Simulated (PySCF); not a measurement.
Species: C5H10.
SMILES with atom numbers: `[CH2:1]=[CH:2][CH2:3][CH2:4][CH3:5]` (hydrogens: H6, H7 on C1; H8 on C2; H9, H10 on C3; H11, H12 on C4; H13, H14, H15 on C5)

Computed geometry: GFN2-xTB, gas phase.

Question: What internal coordinates does the optimisation give?

Answer: 
```csv
bond,length (pm),order
C1=C2,131.9,double
C2–C3,149.5,single
C3–C4,153.2,single
C4–C5,152.3,single
C1–H6,107.8,single
C1–H7,107.7,single
C2–H8,108.3,single
"C3–H9, C3–H10",109.3,single
"C4–H11, C4–H12",109.2,single
"C5–H13, C5–H14, C5–H15",108.8,single
```

Bonds in one row agree within 1 pm and their mean is given. Orders are formal, as drawn. A selection of angles:
```csv
angle,degrees
C2–C1–H6,121.6
C2–C1–H7,122.2
H6–C1–H7,116.2
C1–C2–C3,124.6
C1–C2–H8,120.2
C3–C2–H8,115.2
C2–C3–C4,111.4
C2–C3–H9,109.9
C4–C3–H9,109.5
H9–C3–H10,108.1
C3–C4–C5,111.6
C3–C4–H11,109.1
C5–C4–H11,109.6
H11–C4–H12,107.7
C4–C5–H13,110.5
C4–C5–H14,110.7
H13–C5–H14,108.3
```

Torsions: C1–C2–C3–C4 118° (anticlinal); C2–C3–C4–C5 180° (antiperiplanar). The mirror-image conformer, all signs reversed, is as good.

The C–C distances run from 1.319 Å (C1=C2, drawn double) to 1.532 Å (C3–C4, drawn single), a spread of 0.213 Å. Of the pairs four or more bonds apart, H6···H9 is among the closest relative to their van der Waals radii: 2.42 Å, 101 % of the sum of Bondi's values.

Point group: C1 (no symmetry element, even within 0.4 Å). Stationary, but not proved a minimum. The numbers are those of one conformer.
